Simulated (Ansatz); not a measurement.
Molecular dynamics of ClH$_{4}$NSi

The input (input.yaml):

```yaml
crystal:
  periodic: [false, false, false]
  atoms:
    - { symbol: Si, position_ang: [-0.043219, -0.034799, -0.026553] }
    - { symbol: H, position_ang: [-0.10535, 0.035552, 1.454009] }
    - { symbol: Cl, position_ang: [1.995957, -0.101178, -0.525917] }
    - { symbol: H, position_ang: [-0.591319, 1.17449, -0.688869] }
    - { symbol: "N", position_ang: [-0.968977, -1.391023, -0.534924] }
    - { symbol: H, position_ang: [-0.86121, -2.285278, -0.064151] }
    - { symbol: H, position_ang: [-1.176281, -1.527263, -1.520495] }
basis:
  gaussian: { orbitals: def2-SVP }
hamiltonian:
  xc: b3lyp
md:
  timestep: 0.25
  n_steps: 250
  ensemble: nvt_langevin
  temperature: 300.0
  initial_velocities: maxwell_boltzmann
  seed: 283545
  friction: 0.02
  masses: [{ species: H, mass: 10.0 }]
```

Command:

```bash
$ ansatz run input.yaml --threads 1 --pin off --max-ram 2048MiB --backend cpu --events-out ev --progress --plain --runs-dir out
```

It starts from a relaxed structure.

Output, in part (one step line in 3, the closing report, with atoms numbered from 0):

```
md step     0: t =     0.00 fs  T =   257.1 K  F+E_penalty+E_count = -21950.83951762 eV  E_kin = 0.232668 eV  (25 SCF iters)
md step     3: t =     0.75 fs  T =   249.6 K  F+E_penalty+E_count = -21950.83792043 eV  E_kin = 0.225815 eV  (22 SCF iters)
md step     6: t =     1.50 fs  T =   230.3 K  F+E_penalty+E_count = -21950.83297764 eV  E_kin = 0.208384 eV  (22 SCF iters)
md step     9: t =     2.25 fs  T =   240.3 K  F+E_penalty+E_count = -21950.82505702 eV  E_kin = 0.217473 eV  (22 SCF iters)
md step    12: t =     3.00 fs  T =   200.5 K  F+E_penalty+E_count = -21950.81678020 eV  E_kin = 0.181408 eV  (22 SCF iters)
md step    15: t =     3.75 fs  T =   208.0 K  F+E_penalty+E_count = -21950.80842833 eV  E_kin = 0.188211 eV  (22 SCF iters)
md step    18: t =     4.50 fs  T =   197.7 K  F+E_penalty+E_count = -21950.79969419 eV  E_kin = 0.178859 eV  (19 SCF iters)
md step    21: t =     5.25 fs  T =   198.0 K  F+E_penalty+E_count = -21950.79097828 eV  E_kin = 0.179176 eV  (19 SCF iters)
md step    24: t =     6.00 fs  T =   211.6 K  F+E_penalty+E_count = -21950.78190777 eV  E_kin = 0.191489 eV  (26 SCF iters)
md step    27: t =     6.75 fs  T =   190.6 K  F+E_penalty+E_count = -21950.77169552 eV  E_kin = 0.172441 eV  (19 SCF iters)
md step    30: t =     7.50 fs  T =   201.5 K  F+E_penalty+E_count = -21950.76248010 eV  E_kin = 0.182312 eV  (19 SCF iters)
md step    33: t =     8.25 fs  T =   204.3 K  F+E_penalty+E_count = -21950.75445167 eV  E_kin = 0.184876 eV  (19 SCF iters)
md step    36: t =     9.00 fs  T =   199.0 K  F+E_penalty+E_count = -21950.74795958 eV  E_kin = 0.180095 eV  (19 SCF iters)
md step    39: t =     9.75 fs  T =   198.2 K  F+E_penalty+E_count = -21950.74340613 eV  E_kin = 0.179320 eV  (20 SCF iters)
md step    42: t =    10.50 fs  T =   196.1 K  F+E_penalty+E_count = -21950.73862425 eV  E_kin = 0.177432 eV  (20 SCF iters)
md step    45: t =    11.25 fs  T =   188.6 K  F+E_penalty+E_count = -21950.73341579 eV  E_kin = 0.170656 eV  (23 SCF iters)
md step    48: t =    12.00 fs  T =   206.6 K  F+E_penalty+E_count = -21950.72814961 eV  E_kin = 0.186920 eV  (22 SCF iters)
md step    51: t =    12.75 fs  T =   182.6 K  F+E_penalty+E_count = -21950.72410955 eV  E_kin = 0.165250 eV  (19 SCF iters)
md step    54: t =    13.50 fs  T =   173.0 K  F+E_penalty+E_count = -21950.72063166 eV  E_kin = 0.156489 eV  (22 SCF iters)
md step    57: t =    14.25 fs  T =   170.9 K  F+E_penalty+E_count = -21950.71689844 eV  E_kin = 0.154614 eV  (19 SCF iters)
md step    60: t =    15.00 fs  T =   167.7 K  F+E_penalty+E_count = -21950.71323641 eV  E_kin = 0.151728 eV  (19 SCF iters)
md step    63: t =    15.75 fs  T =   154.6 K  F+E_penalty+E_count = -21950.71153677 eV  E_kin = 0.139914 eV  (19 SCF iters)
md step    66: t =    16.50 fs  T =   156.2 K  F+E_penalty+E_count = -21950.71271570 eV  E_kin = 0.141350 eV  (19 SCF iters)
md step    69: t =    17.25 fs  T =   143.6 K  F+E_penalty+E_count = -21950.71526606 eV  E_kin = 0.129969 eV  (19 SCF iters)
md step    72: t =    18.00 fs  T =   169.1 K  F+E_penalty+E_count = -21950.71799808 eV  E_kin = 0.152984 eV  (19 SCF iters)
md step    75: t =    18.75 fs  T =   171.1 K  F+E_penalty+E_count = -21950.72063292 eV  E_kin = 0.154777 eV  (22 SCF iters)
md step    78: t =    19.50 fs  T =   208.6 K  F+E_penalty+E_count = -21950.72305199 eV  E_kin = 0.188743 eV  (22 SCF iters)
md step    81: t =    20.25 fs  T =   225.1 K  F+E_penalty+E_count = -21950.72335103 eV  E_kin = 0.203713 eV  (22 SCF iters)
md step    84: t =    21.00 fs  T =   226.8 K  F+E_penalty+E_count = -21950.72120541 eV  E_kin = 0.205178 eV  (22 SCF iters)
md step    87: t =    21.75 fs  T =   248.9 K  F+E_penalty+E_count = -21950.71758469 eV  E_kin = 0.225209 eV  (22 SCF iters)
md step    90: t =    22.50 fs  T =   239.8 K  F+E_penalty+E_count = -21950.71291878 eV  E_kin = 0.217019 eV  (22 SCF iters)
md step    93: t =    23.25 fs  T =   235.7 K  F+E_penalty+E_count = -21950.70621211 eV  E_kin = 0.213221 eV  (22 SCF iters)
md step    96: t =    24.00 fs  T =   235.2 K  F+E_penalty+E_count = -21950.69672137 eV  E_kin = 0.212800 eV  (22 SCF iters)
md step    99: t =    24.75 fs  T =   245.7 K  F+E_penalty+E_count = -21950.68318319 eV  E_kin = 0.222315 eV  (22 SCF iters)
md step   102: t =    25.50 fs  T =   218.0 K  F+E_penalty+E_count = -21950.66759295 eV  E_kin = 0.197252 eV  (23 SCF iters)
md step   105: t =    26.25 fs  T =   230.0 K  F+E_penalty+E_count = -21950.65204376 eV  E_kin = 0.208146 eV  (23 SCF iters)
md step   108: t =    27.00 fs  T =   209.8 K  F+E_penalty+E_count = -21950.63757542 eV  E_kin = 0.189837 eV  (19 SCF iters)
md step   111: t =    27.75 fs  T =   162.9 K  F+E_penalty+E_count = -21950.62595705 eV  E_kin = 0.147389 eV  (19 SCF iters)
md step   114: t =    28.50 fs  T =   148.7 K  F+E_penalty+E_count = -21950.61942895 eV  E_kin = 0.134588 eV  (19 SCF iters)
md step   117: t =    29.25 fs  T =   145.4 K  F+E_penalty+E_count = -21950.61802247 eV  E_kin = 0.131531 eV  (19 SCF iters)
md step   120: t =    30.00 fs  T =   164.8 K  F+E_penalty+E_count = -21950.62214639 eV  E_kin = 0.149082 eV  (19 SCF iters)
md step   123: t =    30.75 fs  T =   184.4 K  F+E_penalty+E_count = -21950.62991118 eV  E_kin = 0.166816 eV  (22 SCF iters)
md step   126: t =    31.50 fs  T =   162.8 K  F+E_penalty+E_count = -21950.63902094 eV  E_kin = 0.147312 eV  (22 SCF iters)
md step   129: t =    32.25 fs  T =   161.2 K  F+E_penalty+E_count = -21950.64650594 eV  E_kin = 0.145846 eV  (20 SCF iters)
md step   132: t =    33.00 fs  T =   172.6 K  F+E_penalty+E_count = -21950.65082979 eV  E_kin = 0.156138 eV  (21 SCF iters)
md step   135: t =    33.75 fs  T =   183.4 K  F+E_penalty+E_count = -21950.65333584 eV  E_kin = 0.165906 eV  (19 SCF iters)
md step   138: t =    34.50 fs  T =   208.3 K  F+E_penalty+E_count = -21950.65693351 eV  E_kin = 0.188518 eV  (20 SCF iters)
md step   141: t =    35.25 fs  T =   253.8 K  F+E_penalty+E_count = -21950.66290401 eV  E_kin = 0.229669 eV  (19 SCF iters)
md step   144: t =    36.00 fs  T =   224.4 K  F+E_penalty+E_count = -21950.66937882 eV  E_kin = 0.202998 eV  (19 SCF iters)
md step   147: t =    36.75 fs  T =   183.2 K  F+E_penalty+E_count = -21950.67594704 eV  E_kin = 0.165780 eV  (19 SCF iters)
md step   150: t =    37.50 fs  T =   189.7 K  F+E_penalty+E_count = -21950.68248697 eV  E_kin = 0.171654 eV  (19 SCF iters)
md step   153: t =    38.25 fs  T =   197.2 K  F+E_penalty+E_count = -21950.68919565 eV  E_kin = 0.178428 eV  (19 SCF iters)
md step   156: t =    39.00 fs  T =   169.4 K  F+E_penalty+E_count = -21950.69539514 eV  E_kin = 0.153320 eV  (19 SCF iters)
md step   159: t =    39.75 fs  T =   201.6 K  F+E_penalty+E_count = -21950.70285845 eV  E_kin = 0.182456 eV  (21 SCF iters)
md step   162: t =    40.50 fs  T =   197.6 K  F+E_penalty+E_count = -21950.70769663 eV  E_kin = 0.178815 eV  (21 SCF iters)
md step   165: t =    41.25 fs  T =   189.4 K  F+E_penalty+E_count = -21950.70954528 eV  E_kin = 0.171411 eV  (21 SCF iters)
md step   168: t =    42.00 fs  T =   195.6 K  F+E_penalty+E_count = -21950.70836199 eV  E_kin = 0.176983 eV  (19 SCF iters)
md step   171: t =    42.75 fs  T =   194.1 K  F+E_penalty+E_count = -21950.70492189 eV  E_kin = 0.175653 eV  (19 SCF iters)
md step   174: t =    43.50 fs  T =   194.7 K  F+E_penalty+E_count = -21950.70066047 eV  E_kin = 0.176168 eV  (19 SCF iters)
md step   177: t =    44.25 fs  T =   215.0 K  F+E_penalty+E_count = -21950.69490771 eV  E_kin = 0.194504 eV  (21 SCF iters)
md step   180: t =    45.00 fs  T =   228.1 K  F+E_penalty+E_count = -21950.68944072 eV  E_kin = 0.206376 eV  (26 SCF iters)
md step   183: t =    45.75 fs  T =   250.0 K  F+E_penalty+E_count = -21950.68445599 eV  E_kin = 0.226212 eV  (19 SCF iters)
md step   186: t =    46.50 fs  T =   260.4 K  F+E_penalty+E_count = -21950.68167553 eV  E_kin = 0.235644 eV  (19 SCF iters)
md step   189: t =    47.25 fs  T =   280.0 K  F+E_penalty+E_count = -21950.67971026 eV  E_kin = 0.253379 eV  (19 SCF iters)
md step   192: t =    48.00 fs  T =   244.2 K  F+E_penalty+E_count = -21950.67870795 eV  E_kin = 0.220961 eV  (19 SCF iters)
md step   195: t =    48.75 fs  T =   260.7 K  F+E_penalty+E_count = -21950.68037348 eV  E_kin = 0.235918 eV  (19 SCF iters)
md step   198: t =    49.50 fs  T =   265.9 K  F+E_penalty+E_count = -21950.68300779 eV  E_kin = 0.240559 eV  (19 SCF iters)
md step   201: t =    50.25 fs  T =   270.5 K  F+E_penalty+E_count = -21950.68539606 eV  E_kin = 0.244753 eV  (19 SCF iters)
md step   204: t =    51.00 fs  T =   243.5 K  F+E_penalty+E_count = -21950.68773492 eV  E_kin = 0.220311 eV  (19 SCF iters)
md step   207: t =    51.75 fs  T =   236.8 K  F+E_penalty+E_count = -21950.69145289 eV  E_kin = 0.214260 eV  (19 SCF iters)
md step   210: t =    52.50 fs  T =   238.4 K  F+E_penalty+E_count = -21950.69712916 eV  E_kin = 0.215718 eV  (19 SCF iters)
md step   213: t =    53.25 fs  T =   281.2 K  F+E_penalty+E_count = -21950.70293801 eV  E_kin = 0.254469 eV  (20 SCF iters)
md step   216: t =    54.00 fs  T =   258.0 K  F+E_penalty+E_count = -21950.70791412 eV  E_kin = 0.233401 eV  (23 SCF iters)
md step   219: t =    54.75 fs  T =   305.7 K  F+E_penalty+E_count = -21950.70979823 eV  E_kin = 0.276647 eV  (22 SCF iters)
md step   222: t =    55.50 fs  T =   343.2 K  F+E_penalty+E_count = -21950.70854978 eV  E_kin = 0.310568 eV  (22 SCF iters)
md step   225: t =    56.25 fs  T =   347.5 K  F+E_penalty+E_count = -21950.70675457 eV  E_kin = 0.314423 eV  (22 SCF iters)
md step   228: t =    57.00 fs  T =   320.3 K  F+E_penalty+E_count = -21950.70538622 eV  E_kin = 0.289797 eV  (22 SCF iters)
md step   231: t =    57.75 fs  T =   350.2 K  F+E_penalty+E_count = -21950.70744311 eV  E_kin = 0.316906 eV  (22 SCF iters)
md step   234: t =    58.50 fs  T =   365.7 K  F+E_penalty+E_count = -21950.71270124 eV  E_kin = 0.330862 eV  (22 SCF iters)
md step   237: t =    59.25 fs  T =   413.9 K  F+E_penalty+E_count = -21950.72019173 eV  E_kin = 0.374470 eV  (22 SCF iters)
md step   240: t =    60.00 fs  T =   436.0 K  F+E_penalty+E_count = -21950.72699460 eV  E_kin = 0.394460 eV  (22 SCF iters)
md step   243: t =    60.75 fs  T =   428.0 K  F+E_penalty+E_count = -21950.73157689 eV  E_kin = 0.387287 eV  (22 SCF iters)
md step   246: t =    61.50 fs  T =   504.6 K  F+E_penalty+E_count = -21950.73250069 eV  E_kin = 0.456561 eV  (22 SCF iters)
md step   249: t =    62.25 fs  T =   513.0 K  F+E_penalty+E_count = -21950.73115180 eV  E_kin = 0.464183 eV  (22 SCF iters)
md step   250: t =    62.50 fs  T =   498.3 K  F+E_penalty+E_count = -21950.73032138 eV  E_kin = 0.450830 eV  (25 SCF iters)
Total energy: -21950.73054964 eV, -806.6744689596 hartree
Atom 0 at    -0.002028    -0.071157    -0.092211 Å, force    -0.537324     0.109975    -0.210467 eV/Å
Atom 1 at    -0.175809    -0.086406     1.399719 Å, force     0.372435     0.258159    -0.280650 eV/Å
Atom 2 at     2.040111     0.001952    -0.596875 Å, force    -0.140345    -0.080477     0.194469 eV/Å
Atom 3 at    -0.627545     1.076971    -0.851468 Å, force     0.231863    -0.175965     0.479902 eV/Å
Atom 4 at    -0.910285    -1.410010    -0.657179 Å, force    -0.435732    -0.883420    -0.576927 eV/Å
Atom 5 at    -0.863506    -2.395740    -0.354986 Å, force     0.127557     0.794105    -0.041257 eV/Å
Atom 6 at    -1.390692    -1.347362    -1.564638 Å, force     0.381546    -0.022377     0.434929 eV/Å
Dipole moment:    -0.373869    -0.265003    -0.059834 e Å
```

The run went to its last step. The mean temperature of the second half is 12 % below the set value. A run of 0.062 ps of so small a system gives no equilibrium averages.

The same pairs are bonded in the first frame and the last. Pairs count as bonded within 1.25 times the sum of covalent radii (0.12 Å more for H–H).

Last frame:

```xyz
7
Properties=species:S:1:pos:R:3
Si -0.002 -0.071 -0.092
H -0.176 -0.086 1.400
Cl 2.040 0.002 -0.597
H -0.627 1.077 -0.852
N -0.910 -1.410 -0.657
H -0.864 -2.396 -0.355
H -1.391 -1.347 -1.565
```

The run took 7.8 min on 1 thread of Arm Neoverse V1 (shared host), peak memory 0.12 GiB.
